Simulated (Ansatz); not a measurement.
TlGaTe2 (I4/mcm, No. 140), treated with HSE06+SOC (Ansatz, an electronic-structure program, plane waves, PAW).

Settings: plane-wave cutoff 460 eV, 4×4×4 k mesh, Fermi–Dirac smearing 0.01 eV, PAW data made under PBE.

Cell (measured lattice):

GaTlTe2 has the tetragonal space group I4/mcm (No. 140), Pearson symbol tI16. Lattice parameters: a = b = 8.4290 Å, c = 6.8650 Å, α = β = γ = 90.00°. Ga on 4b sees 4 Te at 2.656 Å (tetrahedral). Te on 8h is coordinated by 2 Ga at 2.656 Å and 4 Tl at 3.569 Å. Tl on 4a is surrounded by 2 Tl at 3.432 Å and 8 Te at 3.569 Å. (Neighbours: up to the widest gap in distance over summed covalent radii, below 1.35, at either atom; cation-cation and far metal-metal contacts left out.)
(The calculation used a cell of 8 atoms; values per cell refer to that cell.)

Problem. Estimate the band gap and Γ–Γ gap that the calculation returns.

Solution. 
band gap: 0.69 eV (direct)
Γ–Γ gap: 3.54 eV

Measured, for comparison: band gap 0.84 eV (temperature not stated, not corrected to a static lattice, thermal gap, our sources range from 0.84 to 1.20; as tabulated in arXiv:0804.1639).

Note: cell and atoms aren't relaxed at this level (pressure 0.7 GPa).

The computed numbers hold no vibrational or temperature effects.

It cost about 2.4 core-hours (a rough figure) of CPU time.
